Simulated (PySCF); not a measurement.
# C4H4N2: the cost of one run

Program: PySCF 2.14.0. Level of theory: levels as typed in each script, gas phase, geometry from GFN2-xTB. These are calculated values, not measurements.

### Step 1. The starting structure

SMILES `c1ccnnc1`, 10 atoms, charge 0, spin multiplicity 1.

Bond lengths: C1–C2 1.381 Å, C1–C6 1.394 Å, C1–H7 1.080 Å, C2–C3 1.394 Å, C2–H8 1.080 Å, C3–N4 1.319 Å, C3–H9 1.081 Å, N4–N5 1.299 Å, N5–C6 1.319 Å, C6–H10 1.081 Å. Angles: C2–C1–C6 116.7°, C2–C1–H7 122.1°, C6–C1–H7 121.2°, C1–C2–C3 116.7°, C1–C2–H8 122.1°, C3–C2–H8 121.2°, C2–C3–N4 122.8°, C2–C3–H9 121.7°, N4–C3–H9 115.4°, C3–N4–N5 120.4°, N4–N5–C6 120.4°, C1–C6–N5 122.8°, C1–C6–H10 121.7°, N5–C6–H10 115.4°.

As a file:

```xyz
10
charge 0, multiplicity 1
C     0.6903    1.1702    0.0000
C    -0.6903    1.1702    0.0000
C    -1.3174   -0.0753    0.0000
N    -0.6493   -1.2121    0.0000
N     0.6493   -1.2121    0.0000
C     1.3174   -0.0753    0.0000
H     1.2633    2.0853    0.0000
H    -1.2633    2.0853    0.0000
H    -2.3942   -0.1699    0.0000
H     2.3942   -0.1699    0.0000
```

### Step 2. Excited states (CAM-B3LYP/def2-svpd)

input.py reads:

```python
import numpy as np
from pyscf import gto, scf, dft, tdscf
from pyscf.scf import atom_ks, atom_hf
from scipy.linalg import block_diag

def solve(mol, dm0=None, hcore=None):
    mf = (dft.UKS if mol.spin else dft.RKS)(mol, xc='camb3lyp')
    mf.grids.level = 3
    mf = mf.density_fit(auxbasis='def2-universal-jkfit')
    mf.conv_tol, mf.max_cycle = 1e-8, 80
    if hcore is not None:
        mf.get_hcore = lambda *args: hcore
    mf.kernel(dm0)
    if not mf.converged:
        mf = mf.newton().run(mf.mo_coeff, mf.mo_occ, max_cycle=30)
    assert mf.converged, 'SCF not converged'
    return mf

mol = gto.M(atom='''
C      0.69030     1.17017     0.00000
C     -0.69030     1.17017     0.00000
C     -1.31735    -0.07533     0.00000
N     -0.64929    -1.21206     0.00000
N      0.64929    -1.21206     0.00000
C      1.31735    -0.07533     0.00000
H      1.26333     2.08527     0.00000
H     -1.26333     2.08527     0.00000
H     -2.39425    -0.16986     0.00000
H      2.39425    -0.16986     0.00000
''', basis='def2-svpd', charge=0, spin=0, verbose=4)
mf = solve(mol)
td = mf.TDA()
td.nstates, td.singlet, td.conv_tol = 4, True, 1e-5
td.kernel()
td.analyze()
x, y = np.array([p[0] for p in td.xy]), np.array([p[1] + 0 * p[0] for p in td.xy])
f, mu = td.oscillator_strength(), td.transition_dipole()
nto = [td.get_nto(state=i + 1, verbose=4) for i in range(len(td.e))]
# spherically averaged free atoms, for the promolecule
atm = atom_ks.get_atm_nrks(mol, xc='camb3lyp')
pro = block_diag(*[(atm[a[0]][2] * atm[a[0]][3]) @ atm[a[0]][2].T for a in mol._atom])
np.savez('result.npz', e=td.e, f=f, ok=td.converged, w=[n[0] for n in nto], nto=[n[1] for n in nto], x=x, y=y, c=mf.mo_coeff, occ=mf.mo_occ, eps=mf.mo_energy, pro=pro, mu=mu)
```

Command:

```sh
OMP_NUM_THREADS=1 python input.py
```

What time and memory should one allow on 1 thread of Intel Xeon 6975P-C (Granite Rapids), shared host?

About 2.9 min, with a peak of 0.78 GiB.
